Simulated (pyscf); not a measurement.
**Routes from `[OH][SiH2][PH2]`**

Candidate steps break at most two bonds and form at most two. Each was searched with GFN2-xTB (tblite) first. Optimised with ωB97X-D3(BJ)/def2-SVP in PySCF. Correlated levels are frozen-core, on RHF or UHF. ΔMP2 is the change of the MP2 total energy from the triple- to the quadruple-zeta basis. Energies: CCSD(T)/def2-TZVPP + ΔMP2(QZVPP), eV, from the reactant's lowest minimum found, singlet surface.

```tsv
products	type	ΔE‡	ΔE	ΔG‡ 298 K	ΔG‡ 900 K	ν‡ (cm⁻¹)
:HSi–PH₂ [singlet] + H₂O	1,1-elimination	3.45	+2.89	3.34	3.35	1591i
HO–PH₂ + SiH₂ [singlet]	1,1-elimination	3.51	+3.72	–	–	475i
```

A dash marks a saddle under its separated products, whose escape then sets the rate. Row 1: On the product side the descent ends in an adduct with a O–Si contact, 0.70 eV under the separated species and 1.12 eV under the saddle at ωB97X-D3(BJ)/def2-TZVP. Row 2: On the product side the descent ends in an adduct with a O–Si contact, 0.86 eV under the separated species and 0.47 eV under the saddle at ωB97X-D3(BJ)/def2-TZVP. 

Plain bond fissions and candidates not yet searched are not listed, and one of them may be faster. Each barrier is that of the saddle found; lower ones may exist. The CCSD(T) − MP2 part came from Ansatz, without density fitting, on the same reference.
